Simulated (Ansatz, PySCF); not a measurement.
Species: singlet silylene, SiH2, charge 0, multiplicity 1. SMILES: [SiH2]
Geometry: optimised at B3LYP-D3(BJ)/def2-TZVP (Ansatz, a quantum-chemistry and plane-wave program).
Unstable Hartree-Fock reference: [SiH2] (SiH2).

Wanted: enthalpy of formation at 298 K (from the atomisation energy, B3LYP-D3(BJ)/def2-TZVP harmonic zero-point and thermal terms from PySCF, and the atoms' enthalpies of formation in the G2/97 table, which holds older values for B and Si; no spin-orbit terms, and no core term in the frozen-core levels), in kcal/mol. Valence correlation only, unless marked. Open shells are spin-unrestricted. Spin-orbit coupling is left out. No relativistic terms. FCI takes restricted orbitals. The coupled-cluster limit lacks core correlation, which all-electron functionals hold. CBS(X,Y): correlation extrapolated as X^-3; Hartree-Fock from the larger set (for Q and 5 zeta extrapolated as (X+1)exp(-9√X)).

Measured: 65.2 kcal/mol (G2/97 table in ASE (Curtiss et al.)); it holds spin-orbit and relativistic effects, which these rows lack, and core correlation, which the frozen-core levels lack. This is an older compilation, not checked against later work.

```json
[
 {"level": "B3LYP/def2-TZVPD", "program": "Ansatz", "enthalpy of formation at 298 K (kcal/mol)": "63.1", "error against measurement": "-2.1"},
 {"level": "MP2/aug-cc-pV(D+d)Z", "program": "Ansatz", "enthalpy of formation at 298 K (kcal/mol)": "79.5", "error against measurement": "14.3"},
 {"level": "MP2/aug-cc-pV(T+d)Z", "program": "Ansatz", "enthalpy of formation at 298 K (kcal/mol)": "72.2", "error against measurement": "7.0"},
 {"level": "RI-MP2/cc-pV(T+d)Z", "program": "Ansatz", "enthalpy of formation at 298 K (kcal/mol)": "73.2", "error against measurement": "8.0"},
 {"level": "SCS-MP2/def2-SVP", "program": "Ansatz", "enthalpy of formation at 298 K (kcal/mol)": "76.1", "error against measurement": "10.9"},
 {"level": "FCI/STO-3G", "program": "Ansatz", "enthalpy of formation at 298 K (kcal/mol)": "25.7", "error against measurement": "-39.5"},
 {"level": "CCSD(T)/CBS(cc-pV(Q+d)Z,cc-pV(5+d)Z)", "program": "Ansatz", "enthalpy of formation at 298 K (kcal/mol)": "63.0", "error against measurement": "-2.2"}
]
```
